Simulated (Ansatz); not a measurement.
## Ansatz (development build ahead of 0.2.0) run

```yaml
crystal:
  periodic: [false, false, false]
  atoms:
    - { symbol: Na, position_ang: [0.0, 0.0, -1.45166] }
    - { symbol: Cl, position_ang: [0.0, 0.0, 3.33028] }
basis:
  gaussian: { orbitals: pcseg-2 }
magnetization:
  spin_polarized: true
hamiltonian:
  xc: pbe
```

The input is written out in the form of the current development build from the run's settings.

Output:

```yaml
Converged: yes
Total_energy: -622.20185 hartree
Spin_squared_of_the_determinant: 0.247
Stability_test: minimum
```

Caution: the unrestricted determinant is spin contaminated.
